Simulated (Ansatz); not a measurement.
This Ansatz (an electronic-structure program) input (MP2/def2-TZVPP) gives -436.98203 Eh with 155 basis functions. A basis named .json is the Basis Set Exchange file of that set (core-valence sets with the plain set on hydrogen).

Ansatz 0.2 input:
```yaml
crystal:
  periodic: [false, false, false]
  atoms:
    - {symbol: C, position_ang: [0.00000000, 0.00000000, 0.00000000]}
    - {symbol: F, position_ang: [0.76292155, 0.76566412, 0.76815773]}
    - {symbol: F, position_ang: [-0.78426309, -0.74930884, 0.76277441]}
    - {symbol: F, position_ang: [-0.74667016, 0.76533291, -0.78428715]}
    - {symbol: F, position_ang: [0.76801170, -0.78168819, -0.74664498]}
basis:
  gaussian:
    orbitals: def2-TZVPP
    fitting: {mean_field: def2-universal-jkfit, correlation: cc-pVTZ-RIFIT.json}
magnetization: {spin_polarized: false}
correlation: {method: mp2, electrons: outside_noble_gas}
```

Change:
```diff
- fitting: {mean_field: def2-universal-jkfit, correlation: cc-pVTZ-RIFIT.json}
+ fitting: {mean_field: def2-universal-jkfit, correlation: def2-SVP-RIFIT.json}
```

Problem. What does the run give now?

Solution. -436.99488 Eh (MP2/def2-TZVPP, 155 functions), a change of -12.85 mEh.
